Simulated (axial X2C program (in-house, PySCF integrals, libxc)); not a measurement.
## Low determinants of LiS⁻ at the PBE0 level, with spin–orbit coupling

Computed with an in-house all-electron X2C program for linear molecules (integrals from PySCF). Two-component (2c) means X2C with spin–orbit coupling and atomic mean-field two-electron Coulomb and Gaunt terms. Basis: S dyall-av3z [9s8p3d2f], Li dyall-av3z [9s9p3d] (cores contracted in-house); Gaussian nuclei, density fitting, unrestricted open shells. Masses: S 31.972 u, Li 7.016 u.

Search at 2.057 Å (vertical energies from the lowest determinant):

```tsv
ΔE (eV)	state	electrons beyond evenly filled partner blocks	electrons in ±ω = 1/2, 3/2, 5/2, 7/2
0.00	Ω = 0	none	16 4 0 0
0.66	Ω = 2	ω = 1/2, ω = 3/2	17 3 0 0
0.66	Ω = 1	ω = -1/2, ω = 3/2	17 3 0 0
0.70	Ω = 1	2 × ω = 1/2	16 4 0 0
1.31	Ω = 3	2 × ω = 3/2	16 4 0 0
1.35	Ω = 1	ω = -1/2, ω = 3/2	15 5 0 0
1.35	Ω = 2	ω = 1/2, ω = 3/2	15 5 0 0
```

Lowest determinant, Ω = 0 (closed shell): Re = 2.054 Å, ωe = 654.9 cm⁻¹.

The determinant in row 2 of the search, Ω = 2 (⟨Sz⟩ = 1.00, ⟨Lz⟩ = 1.00 at PBE0), was followed along the bond at PBE0; measured from the minimum of the lowest determinant it gives:

Te = 0.545 eV (4392 cm⁻¹), Re = 2.251 Å, ωe = 462.5 cm⁻¹.

Question: Compare the bond of the determinant in row 2 with that of the lowest one.

Answer: At PBE0 its Re is 0.197 Å longer and its force constant, which goes as ωe², is 0.50 times that of the lowest determinant. T0 ≈ Te + Δωe/2 = 4392 + (-96) = 4296 cm⁻¹.

The search compares states at one distance, so a state with another bond length can lie lower; it is not exhaustive and yields mostly the lowest determinant of each block pattern, so other components and higher states of one pattern are missing. These are energies of single determinants, not of spin-adapted states; PBE0 term energies can be off by some tenths of an eV, and the functional has no current term. Open-shell Ω = 0 determinants with evenly filled partner blocks cannot be reached by this program, so the Ω shown need not be the lowest component. For an anion, determinants above electron detachment are held by the basis set. The highest occupied level of some functionals is positive through self-interaction error; at Hartree–Fock it is bound. Row 1 has a positive highest level at its minimum. Row 2 has a positive highest level at its minimum.
